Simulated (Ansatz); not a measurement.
Reaction (isomerisation): `COCCF` → `CC(O)CF`

Program: Ansatz. Geometries: PBE0-D4/def2-TZVP. ΔE: electronic, gas phase. CCSD(T)/CBS is the MP2 limit (def2-TZVPP, def2-QZVPP) plus CCSD(T) − MP2 in def2-TZVPP, frozen cores. DFT in def2-TZVPP. B3LYP here is the variant with VWN-RPA as its local correlation; programs differ in this. Each species was taken in one conformer, which may not be the lowest.

(1) Is it downhill or uphill in electronic energy at CCSD(T)/CBS, and by how much? (Estimate.)

(2) What do these levels give: LDA (SPW92), revPBE-D4, r2SCAN-D4, PBE0-D4, B3LYP-D4, r2SCANh-D4, PBE, LC-ωPBE, RPA@PBE/def2-TZVPP, MP2/def2-SVP, CCSD/def2-SVP, MP2/def2-TZVPP? (An estimate is asked.)

Largest T1 diagnostic among the species: 0.011.

Results:

(1) Ansatz gave: Downhill: ΔE = -67.4 kJ/mol.

(2) Ansatz gave: LDA (SPW92) -65.6, revPBE-D4 -59.8, r2SCAN-D4 -63.6, PBE0-D4 -63.0, B3LYP-D4 -56.7, r2SCANh-D4 -64.3, PBE -59.9, LC-ωPBE -64.6, RPA@PBE/def2-TZVPP -59.0, MP2/def2-SVP -64.6, CCSD/def2-SVP -58.9, MP2/def2-TZVPP -68.8 kJ/mol.

In def2-TZVPP, CCSD(T) changes the Hartree–Fock value by −9.2 kJ/mol (the triples alone add −0.5 kJ/mol) and MP2 by −13.8 kJ/mol. At CCSD(T), def2-SVP lies +8.3 kJ/mol from the extrapolated value and def2-TZVPP +3.1 kJ/mol.
